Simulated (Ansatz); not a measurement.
Computed with frozen-core CCSD(T)/cc-pVQZ // PBE-D3(BJ)/def2-TZVP in Ansatz (a first-principles code).

Ansatz 0.2 input:
```yaml
crystal:
  periodic: [false, false, false]
  atoms:
    - { symbol: C, position_ang: [-1.161064, -0.144769, 0.351878] }
    - { symbol: O, position_ang: [-0.08647, 0.591135, -0.201598] }
    - { symbol: C, position_ang: [1.151268, 0.211753, 0.369992] }
    - { symbol: H, position_ang: [-1.247852, 0.019608, 1.443991] }
    - { symbol: H, position_ang: [-1.044925, -1.232002, 0.173833] }
    - { symbol: H, position_ang: [-2.081071, 0.201543, -0.136362] }
    - { symbol: H, position_ang: [1.931608, 0.820229, -0.104927] }
    - { symbol: H, position_ang: [1.167795, 0.39206, 1.462914] }
    - { symbol: H, position_ang: [1.370722, -0.85955, 0.192757] }
basis:
  gaussian: { orbitals: cc-pVQZ }
correlation:
  method: ccsd_t
```

Output:

```
Functional definition: HF
2008 factors; integrals over basis functions are off by at most 7.3e-4 eV
mean field evaluation 1: about -4192.3375 eV, gradient 2.8e1 eV
mean field evaluation 2: about -4192.3382 eV, gradient 2.8e1 eV
mean field evaluation 4: about -4194.2168 eV, gradient 4.2e0 eV
mean field evaluation 8: about -4194.2544 eV, gradient 9.7e-5 eV
mean field evaluation 16: about -4194.2537 eV, gradient 1.7e-1 eV
mean field -4194.25441776 eV, -154.1360068849 hartree, gradient 1.8e-6 eV, S^2 0.000000; 0 other end points of the search recorded, 0 dependent functions left out
3 core orbitals not correlated
reference -4194.25441776 eV, -154.1360068849 hartree; 10, 10 occupied and 332, 332 virtual orbitals, 2008 factors
second order -17.43064525 eV of doubles, -0.00000000 eV of singles
cycle   1  -17.58181718 eV  change   -1.5e-1 eV  update   8.0e-2
cycle   2  -17.99396829 eV  change   -4.1e-1 eV  update   2.3e-2
cycle   3  -18.07503362 eV  change   -8.1e-2 eV  update   1.0e-2
cycle   4  -18.06929897 eV  change    5.7e-3 eV  update   2.2e-3
cycle   5  -18.06940837 eV  change   -1.1e-4 eV  update   9.0e-4
cycle   6  -18.06994978 eV  change   -5.4e-4 eV  update   2.5e-4
cycle   7  -18.06983763 eV  change    1.1e-4 eV  update   1.0e-4
cycle   8  -18.06979964 eV  change    3.8e-5 eV  update   3.2e-5
cycle   9  -18.06981456 eV  change   -1.5e-5 eV  update   1.0e-5
perturbative correction -0.68394402 eV, -0.0251344793 hartree
Total energy: -4213.00817634 eV, -154.8251948012 hartree
```

Cost: very roughly 10 core-minutes.
